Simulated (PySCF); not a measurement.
Compound: C4H10.
Bonds: C1–C2, C2–C3, C2–C4. Hydrogens: H5, H6, H7 on C1; H8 on C2; H9, H10, H11 on C3; H12, H13, H14 on C4.

All values: PBE0/pcSseg-1 (PySCF, non-relativistic), on one gas-phase PBE0-D3(BJ)/def2-SVP geometry that isn't relaxed in the solvent. The solvent is an IEF-PCM continuum (cavity from Bondi-type radii × 1.2). The model holds no explicit solvent molecules, cavitation or dispersion.

Gas phase at PBE0/pcSseg-1: HOMO -8.97 eV, LUMO 1.44 eV, dipole 0.11 D.

Task: What does the continuum do to the energy, the frontier levels and the dipole at PBE0/pcSseg-1 in tetrahydrofuran and water?

Result: 
```csv
solvent,ε,E(solvent) − E(gas) (kcal/mol),polarisation term (kcal/mol),distortion of the solute (kcal/mol),HOMO (eV),LUMO (eV),dipole (D)
tetrahydrofuran,7.426,-0.43,-0.44,0.01,-8.86,1.56,0.12
water,78.36,-0.53,-0.55,0.02,-8.85,1.58,0.12
```

Polarisation term: ½ Σ q·V over the induced surface charges. Distortion: the rise of the solute's own energy as its density leaves the gas-phase optimum. From tetrahydrofuran to water the lowering changes by a factor 1.23, Onsager's factor (ε − 1)/(2ε + 1) by 1.21 and ε itself by 10.6.
